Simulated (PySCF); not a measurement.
Published values to compare with (the computed states carry no symmetry labels, so the two lists aren't matched line by line):

```
    state  E (eV)      f   kind of transition  source
3B2(π→π*)    3.44         vertical absorption     [1]
1B2(π→π*)    4.82  0.755  vertical absorption     [1]
```

[1] computed, theoretical best estimate (aug-cc-pVTZ, frozen core, CC3 geometry), gas; Veril, Scemama, Caffarel, Lipparini, Boggio-Pasqua, Jacquemin, Loos, WIREs Comput. Mol. Sci. 2021, 11, e1517 (QUESTDB)

Streptocyanine-3, C3H7N2 (charge +1).
Geometry (PBE0-D3(BJ)/def2-TZVP, Å), atoms numbered from 1 in this order:
```
atom  x, y, z in Å
N1     2.3070    0.2317   -0.6114
C2     1.0040    0.1272   -0.7243
C3     0.1155   -0.0121    0.3240
C4    -1.2325   -0.1119    0.0398
N5    -2.1907   -0.2465    0.9258
H6     2.8930    0.3325   -1.4241
H7     2.7658    0.2199    0.2869
H8     0.6232    0.1541   -1.7417
H9     0.4688   -0.0421    1.3494
H10   -1.5599   -0.0793   -0.9959
H11   -3.1556   -0.3132    0.6456
H12   -1.9969   -0.2879    1.9150
```

Method: TDDFT CAM-B3LYP/aug-cc-pVTZ, vertical, gas phase, core orbitals frozen in the response in PySCF 2.14.0, density-fitted response routines. The structure is a single PBE0-D3(BJ)/def2-TZVP conformer in the gas phase; no vibrational or solvent corrections.

Computed singlets: 5.28 eV (f 0.737); 6.94 eV (f 0.000); 7.06 eV (f 0.000); 7.10 eV (f 0.000); 7.18 eV (f 0.017); 8.00 eV (f 0.000); 8.19 eV (f 0.041); 8.22 eV (f 0.000); 8.33 eV (f 0.008); 8.69 eV (f 0.009). Computed triplets (Tamm–Dancoff): 3.14, 5.69, 6.65, 6.82 eV.

Q: How does the lowest computed triplet compare with the best estimate listed for the lowest triplet (vertical absorption)?

A: 3.14 eV against 3.44 eV for 3B2(π→π*) [1]: a difference of -0.30 eV. Geometry and basis of the two calculations needn't be the same.

Hardware: 2 threads of an Intel Xeon at 2.50 GHz (shared host). Cost: 2.4 min wall, 4.0 min CPU, 1.8 GiB resident at most.
